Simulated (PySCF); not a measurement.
One ligand Y is varied and pulled off as a radical: Ti(OCH3)3–Y. Gas-phase values, no solvent. One relaxed conformer stands for each flexible species; it need not be the lowest. Multiplicities are imposed; where one is given, others were not computed. Strings in code marks are SMILES.

The highest occupied spin orbital from two functionals at the same geometries (TPSS-D3(BJ)/def2-SVP), both in PySCF: PBE-D3(BJ)/def2-TZVP and TPSS-D3(BJ)/def2-TZVP. 

```
species                         TPSS-D3(BJ)/def2-TZVP (eV)
------------------------------  --------------------------
free radical OH (`[OH]`)                             -7.32
free radical NH2 (`[NH2]`)                           -7.32
free radical CH3 (`[CH3]`)                           -5.50
free radical N(CH3)2 (`C[N]C`)                       -5.79
free radical SH (`[SH]`)                             -6.25
```

Task: What does PBE-D3(BJ)/def2-TZVP give for each?

Result: 
- free radical OH (`[OH]`): -7.14
- free radical NH2 (`[NH2]`): -7.17
- free radical CH3 (`[CH3]`): -5.38
- free radical N(CH3)2 (`C[N]C`): -5.57
- free radical SH (`[SH]`): -6.12
Over these rows, drawn at random from the members with no instability flagged (it was tested for open shells, ions and some series alone), PBE minus TPSS-D3(BJ): mean +0.16 eV, from +0.12 eV to +0.22 eV.
